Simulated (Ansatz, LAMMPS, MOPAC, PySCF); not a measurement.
**Bulk modulus of diamond-structure Ge: levels of theory against measurement**

Reference value: 77.3 GPa (measured, low-temperature value with the zero-point effect removed, our sources range from 77.3 to 79.4; as tabulated in Tanner et al. (2021), arXiv:2110.11888).

| level (code) | value (GPa) | cell (Å³/atom) |
|---|---|---|
| PM6 semi-empirical Hartree-Fock (MOPAC) | 138 | 22.47 |
| SNAP Ge_Zuo_JPCA2020.snap (LAMMPS) | 60.9 | 24.05 |
| LDA (Ansatz) | 71.3 | 22.20 |
| PBE (Ansatz) | 59.0 | 23.90 |
| rVV10 (Ansatz) | 54.7 | 24.42 |
| r²SCAN (Ansatz) | 70.8 | 22.84 |
| PBE0 (Ansatz) | 74.1 | 22.88 |
| r²SCAN0 (Ansatz) | ? | 22.40 |
| Hartree–Fock (Ansatz) | ? | 23.57 |
| MP2 (PySCF) | 74.2 ± 2 | 22.65 |
| CCSD (PySCF) | ? | 22.74 |

Problem. What belongs in the gaps?

Solution. 
- r²SCAN0 (Ansatz, a quantum-chemistry and plane-wave program), value (GPa): 80.3
- Hartree–Fock (Ansatz), value (GPa): 83.4
- CCSD (PySCF), value (GPa): 73.0 ± 3

Errors against the reference: PM6 semi-empirical Hartree-Fock (MOPAC) +79 %, SNAP Ge_Zuo_JPCA2020.snap -21 %, LDA -7.8 %, PBE -24 %, rVV10 -29 %, r²SCAN -8.4 %, PBE0 -4.1 %, r²SCAN0 +3.9 %, Hartree–Fock +7.9 %, MP2 -4.0 %, CCSD -5.6 %.

Once the reference is moved by up to 2.7 % (a margin picked here for doubts on the reference and the settings) and values within 1.7 % count as equal, the nearest can be r²SCAN0 (+3.9 %), MP2 (-4.0 %), PBE0 (-4.1 %) or CCSD (-5.6 %). Among them PM6 semi-empirical Hartree-Fock (MOPAC) (+79 %) misses by most. Within 15 %: LDA, r²SCAN, PBE0, r²SCAN0, Hartree–Fock, MP2, CCSD.

A ± on a computed value is a rough bar: the spread of its extrapolation, a floor set from checks against published values, or a statistical error. PM6 semi-empirical Hartree-Fock (MOPAC): the method was fitted mainly to molecules. PM6 semi-empirical Hartree-Fock (MOPAC): the run uses a supercell at the zone centre in place of a k mesh. Each level is taken at its own relaxed cell. Cutoffs and k meshes differ between the levels. Ansatz's density-functional and Hartree–Fock values are scalar-relativistic unless marked +SOC, with PAW data made under PBE.

Machine-learned potentials (SNAP Ge_Zuo_JPCA2020.snap) are trained on DFT data: a solid inside that data is no test of them.

Differences are worked out from the printed values.
